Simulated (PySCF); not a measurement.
Isomers of C8H10O2, from PBE0-D3(BJ)/def2-SVP geometry optimisation, gas phase in PySCF. One conformer each, no zero-point energy, no frequencies.

Task: Which is lowest in electronic energy at this level?
A. `[CH3:1][O:2][c:3]1[cH:4][cH:5][cH:6][cH:7][c:8]1[CH2:9][OH:10]` with C1–O2–C3–C4 2°, C7–C8–C9–O10 124°, C8–C9–O10–H 58° (2-methoxybenzyl alcohol): A = 1744, B = 1337, C = 788.4 MHz, dipole 3.06 D
B. `[CH3:1][O:2][c:3]1[cH:4][cH:5][c:6]([O:7][CH3:8])[cH:9][cH:10]1` with C1–O2–C3–C4 180°, C5–C6–O7–C8 0° (1,4-dimethoxybenzene): A = 4541, B = 695.1, C = 607.5 MHz, dipole 0.00 D
C. `[CH3:1][CH2:2][O:3][c:4]1[cH:5][cH:6][c:7]([OH:8])[cH:9][cH:10]1` with C1–C2–O3–C4 77°, C2–O3–C4–C5 -175°, C6–C7–O8–H 0°: A = 3639, B = 727.1, C = 641.3 MHz, dipole 0.55 D

Result: C. That is 4-ethoxyphenol (`CCOC1=CC=C(O)C=C1`), 4.7 kcal/mol below the next.

```csv
SMILES,mapped SMILES,E (Eh),relative (kcal/mol),relative (kJ/mol),dipole (D)
CCOc1ccc(O)cc1,[CH3:1][CH2:2][O:3][c:4]1[cH:5][cH:6][c:7]([OH:8])[cH:9][cH:10]1,-460.46299,0.0,0.0,0.55
COc1ccccc1CO,[CH3:1][O:2][c:3]1[cH:4][cH:5][cH:6][cH:7][c:8]1[CH2:9][OH:10],-460.45548,4.7,19.7,3.06
COc1ccc(OC)cc1,[CH3:1][O:2][c:3]1[cH:4][cH:5][c:6]([O:7][CH3:8])[cH:9][cH:10]1,-460.44469,11.5,48.0,0.00
```

As drawn, the lowest has an O–H bond, which the highest lacks.
